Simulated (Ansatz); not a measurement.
A run of Ansatz (development build ahead of 0.2.0) on doublet CNS at this shape:

```xyz
3

N     0.0495    0.0116   -0.0131
C     1.1114   -0.0488    0.2617
S     2.7457   -0.1661    0.6017
```

Its results:

| Item | Value |
| --- | --- |
| Converged | yes |
| Total energy | -489.60153 hartree |
| Spin squared of the determinant | 0.815 |
| Stability test | minimum |

Forces (eV/Å):
```
atom      Fx      Fy      Fz
  N1  -7.505   0.458  -1.837
  C2   7.597  -0.485   1.787
  S3  -0.091   0.027   0.050
```

**Question.** Which input gives this output? Name the method, the orbitals and the basis set, and write the input.

**Answer.** UHF in def2-SVP.

```yaml
crystal:
  periodic: [false, false, false]
  atoms:
    - { symbol: "N", position_ang: [0.04946, 0.01159, -0.01311] }
    - { symbol: C, position_ang: [1.11137, -0.04878, 0.2617] }
    - { symbol: S, position_ang: [2.74568, -0.16613, 0.60171] }
basis:
  gaussian: { orbitals: def2-SVP }
magnetization:
  spin_polarized: true
  initial_magnetization: 1
hamiltonian:
  xc: hf
output:
  forces: true
```
